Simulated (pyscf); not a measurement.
A first-order saddle from PySCF, ωB97X-D3(BJ)/def2-SVP:

```xyz
10

P     -1.6422    -1.3697     0.3171
H     -1.3329     0.1792     0.9649
H     -0.6222    -1.7716     1.2290
H     -1.1620    -2.3344    -0.6720
O     -0.8665    -0.1793    -0.9613
Si    -0.5182     1.3571    -0.0834
H     -0.5386    -0.4313    -1.8429
H      0.0835     1.9495    -1.3395
H      0.6200     1.3470     0.8788
H     -1.6128     2.3140     0.2464
```

Surface: singlet, charge 0. Lowest wavenumbers (cm⁻¹): 560i, 119, 286, 333, 422.

Problem. What reaction is this the transition state of?

Solution. PH₃ + silanol (HO–SiH₃) <-> HO–PH₂ + silane (SiH₄), a four-centre exchange read from left to right: H–P, O–Si broken and O–P, H–Si formed. At CCSD(T)/def2-TZVPP + ΔMP2(QZVPP) it lies +257.4 kJ/mol from the left side and +153.5 kJ/mol from the right (each side as separated species at their lowest minima found). One saddle was located; it need not be the lowest between these sides. The CCSD(T) − MP2 part came from Ansatz, without density fitting, on the same reference.
